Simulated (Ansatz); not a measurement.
Predict the output of the script below (the Python package of Ansatz (0.2.0)).

The script reads `alfh2.xyz`:
```text
4

F    -0.36750   -0.04510    1.71000
Al    0.01030   -0.01360   -0.05150
H    -0.38410   -1.27390   -0.96890
H     0.79680    1.27230   -0.71000
```

`run_adiabatic.py`
```python
"""How AlFH2 relaxes after losing an electron."""

import itertools

import ansatz as az
from ase.data import atomic_numbers, covalent_radii
import numpy as np


def main() -> None:
    geometry = az.Crystal.molecule_from_extxyz("alfh2.xyz")

    calc = (
        geometry.calculation()
        .basis(gaussian="6-31G*")  # atom-centred Gaussian functions
        .functional("b3lyp", dispersion="d4")
    )
    symbols = [site.symbol for site in geometry.cartesian_sites]
    start = np.array([site.position_ang for site in geometry.cartesian_sites], dtype=float)
    report = calc.relax(force_tolerance=0.01).run(threads=1).report
    end = np.array(report["positions_ang"])

    minimum = az.Crystal.molecule()
    for symbol, place in zip(symbols, end):
        minimum = minimum.atom(symbol, place.tolist())
    ion = (
        minimum.calculation()
        .basis(gaussian="6-31G*")  # the orbital basis, by name
        .functional("b3lyp", dispersion="d4")
        .charge(1)
        .spin("collinear", total=1)
    )
    vertical = ion.run(threads=1).report
    settled = ion.relax(force_tolerance=0.01, max_steps=80).run(threads=1).report
    print(f"vertical ionisation energy   {vertical['free_energy_ev'] - report['free_energy_ev']:.3f} eV")
    print(f"adiabatic, no zero point     {settled['free_energy_ev'] - report['free_energy_ev']:.3f} eV")
    print(f"relaxation energy of the ion {vertical['free_energy_ev'] - settled['free_energy_ev']:.3f} eV")
    ionised = np.array(settled["positions_ang"])
    # pairs closer than 1.2 times the sum of covalent radii, before or after
    radius = [covalent_radii[atomic_numbers[s]] for s in symbols]
    span = lambda where, i, j: np.linalg.norm(where[i] - where[j])
    bonded = [(i, j) for i, j in itertools.combinations(range(len(symbols)), 2) if min(span(end, i, j), span(ionised, i, j)) < 1.2 * (radius[i] + radius[j])]
    print("pair        before    after (A)")
    for i, j in bonded:
        print(f"{symbols[i]}{i}-{symbols[j]}{j}".ljust(10), f"{span(end, i, j):8.4f} {span(ionised, i, j):8.4f}")
    for first, second in list(itertools.combinations(bonded, 2)):
        shared = set(first) & set(second)
        if shared and symbols[(j := shared.pop())] != "H":
            i, k = sorted((set(first) | set(second)) - {j})
            u, v = ionised[i] - ionised[j], ionised[k] - ionised[j]
            angle = np.degrees(np.arccos(np.clip(u @ v / np.linalg.norm(u) / np.linalg.norm(v), -1, 1)))
            print(f"final angle {symbols[i]}{i}-{symbols[j]}{j}-{symbols[k]}{k}: {angle:.2f} deg")


if __name__ == "__main__":
    main()
```

Running `python run_adiabatic.py` prints:
```text
vertical ionisation energy   11.380 eV
adiabatic, no zero point     11.039 eV
relaxation energy of the ion 0.341 eV
pair        before    after (A)
F0-Al1       1.6568   1.6119
Al1-H2       1.5812   1.6792
Al1-H3       1.5812   1.6792
final angle F0-Al1-H2: 138.77 deg
final angle F0-Al1-H3: 138.77 deg
final angle H2-Al1-H3: 82.47 deg
```

What to keep in mind:
- The energies are electronic: no zero-point or thermal terms, and the basis set is short of its limit. The product may relax into another structure. Each relaxation finds its nearest minimum, which needn't be the lowest.
- b3lyp holds the VWN-RPA fit, as in Gaussian; the form of ORCA and Turbomole is b3lyp5.
- Timing: 15 s on 1 thread of Arm Neoverse V1, with other jobs on the host, peak memory 0.19 GiB.
